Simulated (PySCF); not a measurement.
Species: nitroxyl, HNO.
SMILES with atom numbers: `[NH:1]=[O:2]` (hydrogens: H3 on N1)

Cartesian coordinates in Å at the GFN2-xTB level; atoms count from 1:
```
atom  x, y, z in Å
N1    -0.052    0.417   -0.003
O2     0.973   -0.209   -0.012
H3    -0.909   -0.211    0.002
```

The closed-shell ground state was solved at several levels (PySCF, density fitting, gas phase, non-relativistic).

```json
{"level": "PBE0/def2-SVPD", "basis functions": "51", "HOMO (eV)": "-7.17", "LUMO (eV)": "-3.01", "gap (eV)": "4.16", "dipole (D)": "1.76"}
{"level": "PBE0/pcSseg-1", "basis functions": "39", "HOMO (eV)": "-6.95", "LUMO (eV)": "-2.74", "gap (eV)": "4.21", "dipole (D)": "1.86"}
```

(1) Estimate the row for B3LYP/pcJ-1, a basis of 64 functions; the other rows only guide the guess.

(2) Over all these levels, which gives the widest orbital gap and which the narrowest?

(3) How far do the dipole and the HOMO energy spread over the levels?

Answers

(1) HOMO -6.69 eV, LUMO -3.05 eV, gap 3.64 eV, dipole 1.85 D.

(2) PBE0/pcSseg-1 (global hybrid, 25 % exact exchange) has the widest, 4.21 eV, and B3LYP/pcJ-1 (global hybrid, 20 % exact exchange) the narrowest, 3.64 eV. Functional and basis both differ between the two, so the spread mixes both effects.

(3) The dipole runs from 1.76 to 1.86 D (mean 1.83 D) and the HOMO from -7.17 to -6.69 eV.
